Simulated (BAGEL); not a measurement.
**SiHF2 (SMILES F[SiH]F): UHF/def2-TZVPP (density fitting with qzvpp-jkfit)**

What is the vertical ionisation energy of SiHF2 at UHF/def2-TZVPP (density fitting with qzvpp-jkfit)? 

The results are computed with BAGEL 1.2.2.

1 further run of the same task is left out (it didn't finish).

## (1) The system as given

The species is SiHF2 (4 atoms), meant as a doublet with charge 0. As SMILES, `F[SiH]F`. The shape is that of a GFN2-xTB optimisation.

Bond lengths: F1–Si2 1.606 Å, Si2–F3 1.606 Å, Si2–H4 1.439 Å. Angles: F1–Si2–F3 100.4°, F1–Si2–H4 108.7°, F3–Si2–H4 108.6°.

## (2) The energy at UHF/def2-TZVPP (density fitting with qzvpp-jkfit)

job.json

```json
{ "bagel" : [

{
  "title" : "molecule",
  "basis" : "tzvpp",
  "df_basis" : "qzvpp-jkfit",
  "angstrom" : true,
  "geometry" : [
    { "atom" : "F", "xyz" : [    1.226950,    0.652980,   -0.410280 ] },
    { "atom" : "Si", "xyz" : [   -0.028060,   -0.342890,   -0.301090 ] },
    { "atom" : "F", "xyz" : [   -1.234200,    0.716240,   -0.252780 ] },
    { "atom" : "H", "xyz" : [    0.035310,   -1.026330,    0.964150 ] }
  ]
},
{ "title" : "uhf", "nopen" : 1 },
{ "title" : "print", "file" : "orbitals.molden", "orbitals" : true }

]}
```

On the command line:

```
$ BAGEL_NUM_THREADS=1 BAGEL job.json > job.out
```

Log:

```text
* using 1 threads per process

  ===============================================================
  ===============================================================

  *** Geometry ***

  { "atom" : "F", "xyz" : [      2.318599,      1.233953,     -0.775317 ] },
  { "atom" : "Si", "xyz" : [     -0.053026,     -0.647968,     -0.568978 ] },
  { "atom" : "F", "xyz" : [     -2.332300,      1.353497,     -0.477685 ] },
  { "atom" : "H", "xyz" : [      0.066726,     -1.939483,      1.821979 ] },

  Number of auxiliary basis functions:      300

  Since a DF basis is specified, we compute 2- and 3-index integrals:
    o Being stored without compression. Storage requirement is 0.033 GB

  Number of basis functions:      118
  Number of electrons      :       33

    * METHOD: MOLECULE                             0.10

  *** Open-shell HF ***

  === Nuclear Repulsion ===
   109.4101230507

      * DIIS with orbital gradients will be used.

  === UHF iteration (tzvpp) ===
      0       -488.30144183          0.04626741           0.07
      1       -488.45608671          0.03373057           0.07
      2       -488.52817758          0.02200898           0.07
      3       -488.58089036          0.00099339           0.08
      4       -488.58157196          0.00031689           0.08
      5       -488.58166932          0.00011007           0.08
      6       -488.58169011          0.00003158           0.08
      7       -488.58169365          0.00001112           0.08
      8       -488.58169435          0.00000313           0.08
      9       -488.58169439          0.00000157           0.08
     10       -488.58169439          0.00000060           0.07
     11       -488.58169440          0.00000019           0.07
     12       -488.58169440          0.00000006           0.07
     13       -488.58169440          0.00000002           0.08
     14       -488.58169440          0.00000001           0.08
    * SCF iteration converged.

    * S^2 (UHF) is 0.7542

    * Permanent dipole moment:
           (    0.020151,     0.862587,    -0.030088) a.u.

    * METHOD: UHF                                  1.23

    * METHOD: PRINT                                0.02

  ===============================================================
```

It took 1.5 s on 1 thread of Arm Neoverse V2, shared host; peak memory 0.1 GiB.

## (3) The singlet cation, same level

hf.json

```json
{ "bagel" : [

{
  "title" : "molecule",
  "basis" : "tzvpp",
  "df_basis" : "qzvpp-jkfit",
  "angstrom" : true,
  "geometry" : [
    { "atom" : "F", "xyz" : [    1.226950,    0.652980,   -0.410280 ] },
    { "atom" : "Si", "xyz" : [   -0.028060,   -0.342890,   -0.301090 ] },
    { "atom" : "F", "xyz" : [   -1.234200,    0.716240,   -0.252780 ] },
    { "atom" : "H", "xyz" : [    0.035310,   -1.026330,    0.964150 ] }
  ]
},
{
  "title" : "hf",
  "charge" : 1
},
{
  "title" : "print",
  "file" : "orbitals.molden",
  "orbitals" : true
}

]}
```

On the command line:

```
$ BAGEL_NUM_THREADS=1 BAGEL hf.json > hf.out
```

Log:

```text
* using 1 threads per process

  ===============================================================
  ===============================================================

  *** Geometry ***

  { "atom" : "F", "xyz" : [      2.318599,      1.233953,     -0.775317 ] },
  { "atom" : "Si", "xyz" : [     -0.053026,     -0.647968,     -0.568978 ] },
  { "atom" : "F", "xyz" : [     -2.332300,      1.353497,     -0.477685 ] },
  { "atom" : "H", "xyz" : [      0.066726,     -1.939483,      1.821979 ] },

  Number of auxiliary basis functions:      300

  Since a DF basis is specified, we compute 2- and 3-index integrals:
    o Being stored without compression. Storage requirement is 0.033 GB

  Number of basis functions:      118
  Number of electrons      :       33

    * METHOD: MOLECULE                             0.10

  *** RHF ***

  === Nuclear Repulsion ===
   109.4101230507

      * DIIS with orbital gradients will be used.

  === RHF iteration (tzvpp) ===
      0       -487.92899355          0.02485687           0.03
      1       -488.06881991          0.01907832           0.03
      2       -488.21656109          0.00126992           0.03
      3       -488.21787363          0.00022916           0.03
      4       -488.21793228          0.00006852           0.03
      5       -488.21793962          0.00002188           0.03
      6       -488.21794042          0.00000610           0.03
      7       -488.21794048          0.00000130           0.03
      8       -488.21794048          0.00000063           0.03
      9       -488.21794048          0.00000023           0.03
     10       -488.21794048          0.00000006           0.03
     11       -488.21794048          0.00000002           0.03
     12       -488.21794048          0.00000001           0.03
     13       -488.21794048          0.00000000           0.03
    * SCF iteration converged.

    * Permanent dipole moment:
           (    0.078391,     2.263290,     0.317555) a.u.

    * METHOD: HF                                   0.56

    * METHOD: PRINT                                0.02

  ===============================================================
```

Run time: 0.84 s. Hardware: 1 thread of Arm Neoverse V2, shared host; peak memory 0.1 GiB.

## (4) What came out

Level: UHF/def2-TZVPP (density fitting with qzvpp-jkfit).

| quantity | value |
| --- | --- |
| doublet SiHF2: total energy | -488.58169 Eh |
| doublet SiHF2: dipole moment | 2.19 D |
| doublet SiHF2: ⟨S²⟩ | 0.754 |
| singlet cation: total energy | -488.21794 Eh |
| singlet cation: HOMO energy | -23.30 eV |
| singlet cation: LUMO energy | -9.09 eV |
| singlet cation: HOMO–LUMO gap | 14.22 eV |
| vertical ionisation energy (to the singlet cation) | 9.898 eV |

What this shows: Removing an electron at fixed nuclei costs 9.90 eV (228 kcal/mol). Only the singlet of the ionised species was computed; a triplet could lie lower.
